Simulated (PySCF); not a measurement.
# 1,2-elimination

Start structure (CH₆BN, singlet), relaxed at PBE0-D4/def2-TZVP:

B1  (-0.463, 0.016, -0.361)
C2  (0.208, 0.850, 0.785)
N3  (0.071, -1.189, -0.806)
H4  (0.910, -1.593, -0.422)
H5  (-1.470, 0.397, -0.897)
H6  (1.119, 0.403, 1.193)
H7  (0.455, 1.857, 0.431)
H8  (-0.496, 0.996, 1.612)
H9  (-0.343, -1.738, -1.538)
(Å)

The step: CH₆BN ([CH3][BH][NH2]) → BNH₂ ([BH][NH]) + CH₄; bonds formed: C2–H4; bonds broken: B1–C2, N3–H4. Program: PySCF 2.14 with density fitting (its default auxiliary sets; JK sets also for MP2 and CCSD(T)). Basis: def2-TZVPP and def2-QZVPP. Cores are frozen in the correlated methods. Extrapolation: Hartree–Fock as exp(−7.88 √X), correlation as X^−2.97. Energies below are by CCSD(T) at an estimated basis limit (MP2 extrapolated from triple and quadruple zeta, plus CCSD(T) − MP2 in triple zeta).

**Question.** What are the electronic barrier and the energy of the step, from the start structure to the end structure? (Judge from chemistry; the value comes from the calculation.)

**Answer.** By the calculation: Barrier 3.521 eV; step energy 1.372 eV (uphill); reverse barrier, their difference, 2.148 eV. Barrier and step energy count from the start structure, the reverse barrier from the end structure.

The saddle point: One imaginary mode of 1361i cm⁻¹.
```json
{"pair": "C2–H4", "start (Å)": "2.81", "saddle (Å)": "1.30", "end (Å)": "1.09"}
{"pair": "B1–C2", "start (Å)": "1.57", "saddle (Å)": "1.81", "end (Å)": "3.64"}
{"pair": "N3–H4", "start (Å)": "1.01", "saddle (Å)": "1.41", "end (Å)": "3.34"}
```

Zero-point energy (harmonic, PBE0-D4): ZPE is 2.088 eV at the start and 1.870 eV at the saddle, so the barrier goes from 3.521 to 3.303 eV.

First-order rate constant out of the start structure at 498 K by transition-state theory, with harmonic vibrational free energies alone and no tunnelling: ΔA‡ = 3.298 eV, so k = (kB T/h) exp(−ΔA‡/kB T) ≈ 10^-20 s⁻¹ (an order of magnitude at best: rotation, the number of equivalent paths and anharmonicity are left out).

T1 diagnostic: at most 0.015.

Labels in which every atom is bracketed show which atoms are joined, not bond orders.

For scale, one of the runs: CCSD(T)/def2-TZVPP, 177 basis functions, launched by `OMP_NUM_THREADS=4 python run.py`. The run took 3 min on 4 CPU threads of an Arm Neoverse V1 (shared host), with 1.5 GiB of host memory at its peak.
